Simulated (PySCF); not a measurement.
State search for MgF

Unrestricted PBE0; basis Mg def2-TZVP, F def2-TZVP; no relativity; PySCF 2.14. Outer shells of the fragments: Mg 3s2; F 2s2 2p5.

Followed along the bond (rough minima from three points):

```json
{"2Ms+1": "2", "unpaired": "σ ↑", "⟨S²⟩ at the start": "0.75", "R at minimum (Å)": "1.77", "Te (eV)": "0.00"}
{"2Ms+1": "4", "unpaired": "σ ↑, π ↑↑", "⟨S²⟩ at the start": "3.75", "R at minimum (Å)": "none in the scan", "Te (eV)": "≤ 7.10"}
```

Solutions found at the starting distance of 1.970 Å, counted from the lowest of them; the search is not exhaustive and high or unbound solutions are not listed, so other states can lie among these:

```tsv
2Ms+1	unpaired	term	E (eV)	⟨S²⟩	⟨Lz²⟩	μ (D)
2	σ ↑	²Σ⁺	0.00	0.75	0.00	-4.17
2	π ↑	²Π	3.29	0.75	1.00	-4.64
2	π ↑	²Π	5.06	0.75	1.00	2.55
4	σ ↑, π ↑↑	mixed	7.02	3.75	2.01	1.76
4	σ ↑, π ↑↑	mixed	7.12	3.75	2.01	1.95
4	σ ↑↑, π ↑	⁴Π	7.72	3.75	1.00	1.92
```

A term symbol is given only where ⟨S²⟩ and ⟨Lz²⟩ are close to those of a pure state; real π, δ and φ orbitals otherwise mix terms. A positive dipole means Mg(−)F(+).

Counting both spins, an empty level lies below a filled one in some of these solutions, because spin and occupation are held.
